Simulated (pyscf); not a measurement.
`[NH2][NH][SiH]` [singlet] + `[H][H]` → `[NH2][NH2]` + `[SiH2]` [singlet] (four-centre exchange; singlet surface; N–Si, H–H broken, H–N, H–Si formed). Single points on ωB97X-D3(BJ)/def2-SVP structures (PySCF, gas phase). Energies in kcal/mol from the separated reactants.

```json
[
 {"level": "ωB97X-D3(BJ)/def2-TZVP", "barrier": "[?]", "reaction energy": "+27.6"},
 {"level": "PBE/def2-TZVP", "barrier": "24.3", "reaction energy": "+28.4"},
 {"level": "r²SCAN/def2-TZVP", "barrier": "[?]", "reaction energy": "[?]"},
 {"level": "B3LYP-D3(BJ)/def2-TZVP", "barrier": "29.4", "reaction energy": "+27.8"},
 {"level": "PBE0-D3(BJ)/def2-TZVP", "barrier": "24.8", "reaction energy": "+27.0"},
 {"level": "M06-2X/def2-TZVP", "barrier": "30.2", "reaction energy": "+28.7"}
]
```

**Question.** What belongs in the gaps?

**Answer.** 
- ωB97X-D3(BJ)/def2-TZVP, barrier: 29.0
- r²SCAN/def2-TZVP, barrier: 26.2
- r²SCAN/def2-TZVP, reaction energy: +29.7

On the product side the descent ends in an adduct with a N–Si contact, 35.7 kcal/mol under the separated species and 37.1 kcal/mol under the saddle at ωB97X-D3(BJ)/def2-TZVP. At PBE, r²SCAN, PBE0-D3(BJ) the saddle lies under the separated products, which points to a path from their complex (located at ωB97X-D3(BJ) alone), and parting the products costs more than the saddle. What is counted as broken (N–Si) persists as a longer contact in the product adduct; parting that adduct is a step of its own. At the saddle there is also a short H–Si contact that neither side keeps. H₂N–NH–SiH: [singlet] lies 64.2 kcal/mol over its isomer H₂N–Si:–NH₂ [singlet] (electronic energy, ωB97M-D3(BJ)/def2-TZVP). This is the saddle that the search found; another between the same sides may lie lower.
